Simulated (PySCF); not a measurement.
## acetonitrile: calculation against experiment

**What was measured.**

NIST CCCBDB Release 22 (SRD 101), experimental dipoles lists, for the gas: dipole moment (microwave Stark effect, vibrational ground state) 3.919 ± 0.002 D.

NIST CCCBDB Release 22 (SRD 101), experimental polarizabilities lists, for the gas: mean polarisability 4.28 Å³.

The runs below try to reproduce these values; the comparison stands at the end.

Species: acetonitrile, C₂H₃N.
Numbering: `[CH3:1][C:2]#[N:3]` (hydrogens: H4, H5, H6 on C1)

Geometry (GFN2-xTB, Å), atoms numbered from 1 in this order:
```
atom  x, y, z in Å
C1    -0.4867    0.0025    0.0019
C2     0.9497   -0.0039   -0.0140
N3     2.0922   -0.0092   -0.0272
H4    -0.8625   -0.6294   -0.8019
H5    -0.8419   -0.3786    0.9585
H6    -0.8477    1.0205   -0.1389
```

Runs made with PySCF (gas phase, on this GFN2-xTB geometry; no spin–orbit coupling):

```json
{"level": "PBE0/pcSseg-1", "job": "shieldings, charges and field gradients", "basis functions": "66"}
{"level": "CAM-B3LYP/def2-SVPD", "job": "8 singlets by full TDDFT, 3 Tamm–Dancoff triplets, polarisability", "basis functions": "84"}
{"level": "B3LYP/pcJ-1", "job": "spin–spin couplings from 6 perturbed nuclei", "basis functions": "111"}
```

**Comparison with experiment**

**Dipole moment.** Measured: 3.919 D (NIST CCCBDB Release 22 (SRD 101), experimental dipoles).

```
              level  computed (D)  computed − measured (D)  % (from the printed values)
      PBE0/pcSseg-1         3.953                   +0.034                           +1
CAM-B3LYP/def2-SVPD         4.031                   +0.112                           +3
        B3LYP/pcJ-1         3.929                   +0.010                            0
```

Closest is B3LYP/pcJ-1 (+0.010 D), furthest CAM-B3LYP/def2-SVPD (+0.112 D); one molecule doesn't rank methods. All 3 levels lie above the measurement. The computed dipoles belong to one fixed geometry; measured ones are averaged over vibrations unless marked μe. Magnitudes are compared, not signs.

**Mean polarisability.** Measured: 4.28 Å³ (NIST CCCBDB Release 22 (SRD 101), experimental polarizabilities).

```csv
level,computed (Å³),computed − measured (Å³),% (from the printed values)
CAM-B3LYP/def2-SVPD,4.20,-0.08,-2
```

The computed values are static and purely electronic, with core orbitals frozen in the response (1 au = 0.148185 Å³). The table of measured values doesn't say here whether a value is static or optical, or holds a vibrational part.

The geometry is computed, not the measured one. Where a level misses, the cause wasn't examined.
